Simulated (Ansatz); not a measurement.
The same path of C$_{2}$H$_{5}$Mg (8 atoms, charge -1, multiplicity 1) was run twice with different band settings. The coordinate that changes most is the height of C1 over the plane of its neighbours.

All numbers below come from Ansatz, RKS B3LYP-D4/def2-SVP.

Relaxed end points:

```xyz
8
Properties=species:S:1:pos:R:3
C -1.446 1.296 -1.249
Mg -0.043 0.129 -0.422
C 1.061 -0.990 1.082
H -2.192 0.875 -1.958
H -1.195 2.318 -1.606
H 1.391 -0.352 1.928
H 1.974 -1.479 0.689
H 0.450 -1.798 1.536
```

```xyz
8
Properties=species:S:1:pos:R:3
C -1.207 1.226 -1.548
Mg -0.368 0.222 -0.030
C 1.040 -0.987 1.107
H -2.146 0.866 -2.021
H -1.253 2.337 -1.535
H 1.520 -0.407 1.921
H 1.866 -1.411 0.500
H 0.547 -1.846 1.605
```

Common settings: spring 5.0 eV/Å²; optimiser quadratic models (default); start path through a guess of the saddle point; force threshold 0.03 eV/Å; iteration limit 60; end points relaxed.

| run | movable images | climbing image |
| --- | --- | --- |
| 1 | 5 | yes |
| 2 | 6 | no |

Q: What does each run give, and how far can it be trusted?

A: Run 1: converged after 12 iterations, highest image 0.022 eV above the first end. A vibrational analysis at the climbing image gives one clearly imaginary mode, 142i cm⁻¹: a first-order saddle point.
Run 2: converged after 12 iterations, highest image 0.022 eV above the first end. No image climbed, so the highest image needn't sit at the top of the path.
Limits of this set-up: an anion without diffuse functions, the dipole of an ion depends on the origin.
